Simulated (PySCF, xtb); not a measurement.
HN2, SMILES N#[NH+], charge +1.

GFN2-xTB run with xtb at its own geometry gives an orbital gap of 5.16 eV.

Geometry optimised at B3LYP-D3(BJ)/def2-TZVPD. The isomer is the one that the SMILES or the coordinates give; other isomers of the formula were not compared.

Question: What does r2SCAN/def2-TZVPD (PySCF) give? (An estimate is asked for; the answer gives what the named calculation found.)

Answer: gap 9.61 eV (levels -20.84 and -11.23 eV).
